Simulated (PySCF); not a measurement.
## How far are cheaper levels from CCSD(T)/CBS for AlCl?

PySCF; the state is a singlet (closed shell). The composite is CCSD(T) extrapolated to the basis-set limit from two correlation-consistent sets, with core-valence (CV) and scalar-relativistic (SR) terms as its label shows; it has no spin–orbit coupling and nothing beyond (T). Here it is CCSD(T)/CBS(TQ)+CV+SR. It gives Re = 2.133 Å, ωe = 483 cm⁻¹ and De = 5.32 eV to Al + Cl.

```
   level            basis     relativity  Re (Å)  ωe (cm⁻¹)  De (eV)
 RHF-MP2      def2-TZVPPD  no relativity   2.148        479     5.32
RHF-CCSD  aug-cc-pV(D+d)Z  no relativity   2.184        451     4.78
RHF-CCSD       def2-TZVPP  no relativity   2.145        485     4.97
  PBEsol       def2-TZVPP  no relativity   2.151        467     5.49
    BLYP       x2c-SVPall  spin-free X2C   2.172        467     5.08
    PBE0      6-311G(d,p)  no relativity   2.156        467     5.05
    PBE0  aug-cc-pV(D+d)Z  no relativity   2.170        455     5.10
    PBE0       def2-TZVPP  no relativity   2.146        474     5.16
 r²SCAN0      def2-TZVPPD  no relativity   2.138        481     5.12
  M06-2X      def2-TZVPPD  no relativity   2.149        470     5.38
```

Give the difference of each row from the composite.



```
   level            basis  ΔRe (pm)  Δωe (%)  ΔDe (eV)
 RHF-MP2      def2-TZVPPD      +1.5     -0.8     +0.00
RHF-CCSD  aug-cc-pV(D+d)Z      +5.1     -6.6     -0.54
RHF-CCSD       def2-TZVPP      +1.2     +0.4     -0.35
  PBEsol       def2-TZVPP      +1.8     -3.3     +0.17
    BLYP       x2c-SVPall      +3.9     -3.3     -0.24
    PBE0      6-311G(d,p)      +2.3     -3.3     -0.27
    PBE0  aug-cc-pV(D+d)Z      +3.7     -5.8     -0.22
    PBE0       def2-TZVPP      +1.3     -1.9     -0.16
 r²SCAN0      def2-TZVPPD      +0.5     -0.4     -0.20
  M06-2X      def2-TZVPPD      +1.6     -2.7     +0.06
```

Which rows come closest in De?

RHF-MP2 in def2-TZVPPD (+0.00 eV), counted from the composite.

Measured (Huber and Herzberg, Constants of Diatomic Molecules (1979)): Re = 2.130113 Å, ωe = 481.3 cm⁻¹; the composite is off by +2.9 mÅ and +1.4 cm⁻¹.

Correlated steps freeze 10 core orbitals. Correlated levels converge slowly with the basis: in double zeta they bind strong bonds too weakly, by up to about 1 eV, and carry superposition errors of some tenths. Where the molecule has an RHF reference, its open-shell atoms are computed with UHF.
